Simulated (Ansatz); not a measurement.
## Dissociation curves of [BPH4]− (SMILES [BH2-]P)

[BPH4]−: 6 atoms, total charge -1, spin state doublet. SMILES: `[BH2-]P`. The coordinates come from a GFN2-xTB relaxation.

```xyz
6

B     0.0583   -0.9045   -0.0634
P     0.5945    0.8594   -0.0697
H    -1.0748   -1.2266    0.1373
H     0.8875   -1.7334   -0.2663
H    -0.4220    1.5536   -0.8165
H    -0.0435    1.4515    1.0785
```

The B1–H4 distance is scanned; the parts on either side stay rigid. Basis STO-3G, 6 core orbitals frozen in the correlated methods; program Ansatz 0.2.0. FCI is exact within this basis and core. Energies in eV from each method's value at 1.190 Å; open shells run as named. The set has no diffuse functions, which an anion needs. The shape above is that at 1.190 Å.

| distance (Å) | U-r2SCAN0 | U-wB97X | UCCSD(T) | UCCSDTQ | FCI |
| --- | --- | --- | --- | --- | --- |
| 1.190 | 0.00 | 0.00 | 0.00 | 0.00 | 0.00 |
| 1.487 | 0.98 | 0.94 | 0.84 | 0.83 | 0.83 |
| 1.785 | 2.55 | 2.50 | 2.27 | 2.26 | 2.26 |
| 2.380 | 4.93 | 5.14 | 4.66 | 4.63 | 4.63 |
| 2.975 | 5.81 | 6.28 | 5.60 | 5.56 | 5.56 |

Departure from the FCI curve at its largest: U-r2SCAN0 +0.30 eV at 2.38 Å; U-wB97X +0.72 eV at 2.98 Å; UCCSD(T) +0.04 eV at 2.98 Å; UCCSDTQ within 0.005 eV. For the functionals part of the departure is owed to the small basis.
